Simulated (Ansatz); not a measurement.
Molecule: HO, charge -1, multiplicity 1. Whether it binds its extra electron was not tested at this geometry. 
Structure (B3LYP-D3(BJ)/def2-TZVP (Ansatz, a program for electronic structure) minimum search):
```xyz
2

O      0.0000     0.0000    -0.1078
H      0.0000     0.0000     0.8624
```
Charge -1, spin multiplicity 1.

Basis-set convergence of Hartree-Fock and MP2 correlation energies (hartree) with Ansatz. Cores are frozen in the correlated levels unless marked. No spin-orbit coupling. Non-relativistic.

```
basis        functions      E(HF)  E(corr, MP2)
-----------  ---------  ---------  ------------
def2-SVPD           31  -75.32827      -0.23645
def2-TZVPPD         57  -75.41497      -0.28436
def2-QZVPPD         99  -75.41771      -0.30429
```

Extrapolating the two largest sets (X = 3 and 4) as X^-3: E(corr) = (64·(-0.30429) - 27·(-0.28436))/37 = -0.3188 Eh, an estimate of the basis-set limit. The largest set recovers 95.4 % of it, the smallest 74.2 %.
